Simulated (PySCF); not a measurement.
Delta-SCF ions had no search for a lower state. 

Cartesian coordinates (Å):
```xyz
3

C     -0.0784    -0.4657     0.0000
O      1.0328     0.0692     0.0000
H     -0.9544     0.3966     0.0000
```
Charge -1, spin multiplicity 1.

### Question
What is the computed HOMO, vertical detachment energy (Delta-SCF) and total energy (ωB97X-D3(BJ)/def2-TZVPD // B3LYP-D3(BJ)/def2-TZVPD run with PySCF)?

### Answer

* **HOMO**: -0.48 eV
* **vertical detachment energy (Delta-SCF)**: 0.60 eV
* **total energy**: -113.9331 Ha
